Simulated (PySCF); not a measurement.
Do core-level shifts follow atomic charges?

Species: C₃H₅FS.
Z-matrix (Å and degrees, PBE0-D3(BJ)/def2-SVP geometry), rows numbered from 1:
```
C 
S   1  1.8034
C   2  1.7534  1   99.80
C   3  1.3331  2  124.04  1   179.51
F   4  1.3325  3  121.25  2   179.69
H   1  1.0984  2  106.24  3   179.55
H   1  1.0995  2  111.41  3    61.30
H   1  1.0996  2  111.44  3   -62.17
H   3  1.0947  2  117.43  1    -0.64
H   4  1.0939  3  125.57  2    -0.16
```

Binding energies: delta-SCF UKS SCAN, pcX-2 on the ionised atom, pcseg-1 elsewhere, spin-free X2C in PySCF. Charges: PBE0/pcSseg-1 ground-state density, for the ionised atom.

```
atom         environment  C 1s (eV)  Mulliken (e)  IAO (e)  Hirshfeld (e)  ESP (e)
  C3    alkene CH carbon     291.08        -0.359   -0.330         -0.101   -0.229
  C1     S-methyl carbon     291.66        -0.404   -0.500         -0.113   -0.469
  C4  vinylic C–F carbon     292.30        +0.250   +0.124         +0.020   -0.051
```

**Question.** How well does each charge scheme correlate with the binding energies over these sites?

**Answer.** Mulliken: r = 0.85, slope 1.4 eV per e; Hirshfeld: r = 0.84, slope 6.9 eV per e; IAO: r = 0.73, slope 1.4 eV per e; ESP: r = 0.45, slope 1.3 eV per e. On 3 points no scheme stands out.

**Question.** The point-charge model writes a binding energy as kq + V + constant, with V the potential of the other atoms' charges at the site. What does it give with the ESP charges?

**Answer.** V = Σ 14.40 eV Å × q/r over all other atoms: +2.21 eV at C3, +6.49 eV at C1, -0.11 eV at C4. Fitting binding energy − V to q gives k = 17.3 eV per e and leaves an rms residual of 0.21 eV, against 0.44 eV for the fit on q alone. The model has no term for differences in relaxation between sites.

Isolated species at its PBE0-D3(BJ)/def2-SVP geometry (one conformer only).
